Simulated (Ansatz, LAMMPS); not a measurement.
## fcc Ni, bulk modulus

Reference value: 192 GPa (measured, 0 K value with the zero-point phonon effect removed, our sources range from 186 to 195; as tabulated in Mejia-Rodriguez and Trickey (2018), arXiv:1807.09216).

Problem. What do Lennard-Jones uff-vdw, SNAP Ni_Zuo_JPCA2020.snap, LDA, PBE, PBEsol, r²SCAN, B3LYP (VWN-RPA form), r²SCAN0, r²SCANh give, and how far is each from the reference?

Solution. 
```tsv
level (code)	value (GPa)	cell (Å³/atom)	error (%)
Lennard-Jones uff-vdw (LAMMPS)	0.48	14.76	-100
SNAP Ni_Zuo_JPCA2020.snap (LAMMPS)	207	10.92	+7.8
LDA (Ansatz)	255	10.03	+33
PBE (Ansatz)	197	10.89	+2.6
PBEsol (Ansatz)	229	10.38	+19.3
r²SCAN (Ansatz)	218	10.52	+13.5
B3LYP (VWN-RPA form) (Ansatz)	175	11.18	-8.9
r²SCAN0 (Ansatz)	198	10.68	+3.1
r²SCANh (Ansatz)	216	10.52	+12.5
```

Leaving aside Lennard-Jones uff-vdw (doubt noted below): Once the reference is moved by up to 3.6 % (a margin picked here for doubts on the reference and the settings) and values within 1.7 % count as equal, the nearest can be PBE (+2.6 %), r²SCAN0 (+3.1 %) or B3LYP (VWN-RPA form) (-8.9 %). Among them LDA (+33 %) misses by most.

Spin-polarised runs: LDA (parallel moments), PBE (parallel moments), PBEsol (parallel moments), r²SCAN (parallel moments), B3LYP (VWN-RPA form) (parallel moments), r²SCAN0 (parallel moments), r²SCANh (parallel moments). Lennard-Jones uff-vdw: this is a force field's van der Waals term alone, without bonds or charges. Each level is taken at its own relaxed cell. Cutoffs and k meshes differ between the levels. Ansatz's density-functional and Hartree–Fock values are scalar-relativistic unless marked +SOC, with PAW data made under PBE.

Machine-learned potentials (SNAP Ni_Zuo_JPCA2020.snap) are trained on DFT data: a solid inside that data is no test of them.

Differences are worked out from the printed values.

Ansatz is a program for electronic structure.
